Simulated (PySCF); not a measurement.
Level sweep

CH8Si2.
Cartesian coordinates in Å at the PBE0-D3(BJ)/def2-SVP level; atoms count from 1:
```
atom  x, y, z in Å
C1    -1.5828    0.7036   -0.0738
Si2   -0.4136   -0.7694    0.0607
Si3    1.8207   -0.0570    0.0090
H4    -2.6328    0.3757   -0.0341
H5    -1.4124    1.4125    0.7509
H6    -1.4252    1.2386   -1.0228
H7    -0.6560   -1.5140    1.3380
H8    -0.6460   -1.7249   -1.0698
H9     2.0978    0.6818   -1.2639
H10    2.0940    0.8707    1.1526
H11    2.7672   -1.2122    0.1012
```

PySCF, dipoles from the SCF density, polarisabilities from static response with core orbitals frozen. Isolated species at its PBE0-D3(BJ)/def2-SVP geometry, gas phase.

Q: Compare the levels for these properties.

A: 

```json
{"level": "LDA/def2-SVPD", "μ (D)": "0.916", "α (au)": "78.76", "anisotropy (au)": "22.59"}
{"level": "PBE/def2-SVPD", "μ (D)": "0.915", "α (au)": "76.67", "anisotropy (au)": "21.72"}
{"level": "B3LYP/def2-SVPD", "μ (D)": "0.866", "α (au)": "74.38", "anisotropy (au)": "19.85"}
{"level": "PBE0/def2-SVPD", "μ (D)": "0.891", "α (au)": "74.02", "anisotropy (au)": "19.82"}
{"level": "BHandHLYP/def2-SVPD", "μ (D)": "0.837", "α (au)": "71.68", "anisotropy (au)": "17.95"}
{"level": "CAM-B3LYP/def2-SVPD", "μ (D)": "0.840", "α (au)": "73.28", "anisotropy (au)": "18.65"}
{"level": "wB97X-D/def2-SVPD", "μ (D)": "0.873", "α (au)": "73.35", "anisotropy (au)": "18.86"}
{"level": "LC-wPBE/def2-SVPD", "μ (D)": "0.858", "α (au)": "71.63", "anisotropy (au)": "17.67"}
{"level": "HF/def2-SVPD", "μ (D)": "0.833", "α (au)": "68.66", "anisotropy (au)": "15.45"}
{"level": "PBE0/6-31G*", "μ (D)": "0.955", "α (au)": "60.37", "anisotropy (au)": "18.90"}
{"level": "PBE0/6-31+G*", "μ (D)": "0.907", "α (au)": "66.42", "anisotropy (au)": "17.30"}
{"level": "PBE0/def2-SVP", "μ (D)": "0.912", "α (au)": "65.43", "anisotropy (au)": "16.06"}
{"level": "PBE0/aug-cc-pVDZ", "μ (D)": "0.893", "α (au)": "75.56", "anisotropy (au)": "20.12"}
{"level": "PBE0/def2-TZVP", "μ (D)": "0.920", "α (au)": "71.44", "anisotropy (au)": "19.17"}
{"level": "PBE0/def2-TZVPD", "μ (D)": "0.909", "α (au)": "75.01", "anisotropy (au)": "20.22"}
```

The anisotropy is √(½[(α1 − α2)² + (α2 − α3)² + (α3 − α1)²]). The dipole runs from 0.83 D (HF/def2-SVPD) to 0.96 D (PBE0/6-31G*). No reference polarisability is at hand; against PBE0 in the largest diffuse basis at hand (def2-TZVPD) the other PBE0 rows deviate by 6-31G* -20%, 6-31+G* -11%, def2-SVP -13%, def2-SVPD -1%, aug-cc-pVDZ +1%, def2-TZVP -5%. In one basis (def2-SVPD) the functionals order the polarisability from HF (lowest) to LDA (highest), a spread of 15%. With PBE0 the polarisability is 65.75 au without diffuse functions (mean of 6-31G*, def2-SVP and def2-TZVP) and 72.75 au with them (mean of 6-31+G*, def2-SVPD, aug-cc-pVDZ and def2-TZVPD).

Without π bonds the low states are Rydberg-like; a valence basis with one diffuse set may place them up to an eV too high.
